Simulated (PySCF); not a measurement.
fluoromethane cation (CH₃F), SMILES CF (connectivity only; charge and spin as stated), charge +1, multiplicity 2. Geometry optimised at B3LYP-D3(BJ)/def2-TZVP. The spin state was assumed, not searched.

The numbers are results of B3LYP-D3(BJ)/def2-TZVP run with PySCF, not measurements.

Harmonic wavenumbers (cm⁻¹): 766, 963, 991, 1071, 1304, 1459, 2155, 2522, 3184. Rotational constants (GHz): 151.5, 29.03, 27.13; symmetry number 1.

Task: Work out the zero-point energy and the ideal-gas rigid-rotor harmonic-oscillator thermochemistry at 298.15 K and 1 atm.

Result: ZPE = ½ Σ hcν = ½ × 14414 cm⁻¹ = 20.61 kcal/mol. H − E(el) = 23.11 kcal/mol. Entropy in cal/(mol K): translation 36.51, rotation 18.54, vibration 0.55, spin 1.38, total 56.98. G − E(el) = 6.12 kcal/mol. Cp = 10.01 cal/(mol K).
